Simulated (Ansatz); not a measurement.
Geometry optimisation, UKS PBE-D4/def2-SVP in Ansatz.

Input file:

```yaml
crystal:
  periodic: [false, false, false]
  atoms:
    - { symbol: B, position_ang: [0.000811, -1.8e-05, -0.163274] }
    - { symbol: H, position_ang: [0.000497, 0.000131, 1.038866] }
    - { symbol: H, position_ang: [1.053416, -0.000108, -0.768881] }
    - { symbol: H, position_ang: [-1.051487, -0.000137, -0.769381] }
    - { symbol: C, position_ang: [-0.000282, -8.0e-06, 3.352966] }
    - { symbol: H, position_ang: [-0.594651, -0.923814, 3.360581] }
    - { symbol: H, position_ang: [1.096592, -0.051761, 3.349805] }
    - { symbol: H, position_ang: [-0.504796, 0.975615, 3.360818] }
magnetization:
  spin_polarized: true
  initial_magnetization: 1
basis:
  gaussian: { orbitals: def2-SVP }
hamiltonian:
  xc: pbe
  dispersion: d4
relax:
  f_tol: 0.03
  max_steps: 50
```

Launched with:

```bash
$ ansatz run input.yaml --threads 1 --pin off --max-ram 2048MiB --backend cpu --events-out ev --progress --plain --runs-dir out
```

Q: Where does it end, and by what steps?

A: The forces met the threshold. After 5 steps the energy has fallen by 0.036 eV; C5 moved furthest, 0.24 Å.

| step | energy less start (eV) | largest force component (eV/Å) | accepted |
| --- | --- | --- | --- |
| 0 | 0.0000 | 0.377 | yes |
| 1 | 0.0021 | 0.444 | no |
| 2 | -0.0107 | 0.133 | yes |
| 3 | -0.0274 | 0.168 | yes |
| 4 | -0.0279 | 0.274 | yes |
| 5 | -0.0358 | 0.022 | yes |

```xyz
8
Properties=species:S:1:pos:R:3
B 0.002 0.000 -0.398
H 0.000 -0.002 0.818
H 1.053 0.000 -1.005
H -1.049 0.000 -1.007
C -0.001 0.000 3.593
H -0.595 -0.924 3.593
H 1.096 -0.051 3.572
H -0.505 0.976 3.596
```

The run took 5.5 s on 1 thread of Intel(R) Xeon(R) 6975P-C (Granite Rapids), with other jobs on the host, peak memory 0.12 GiB.
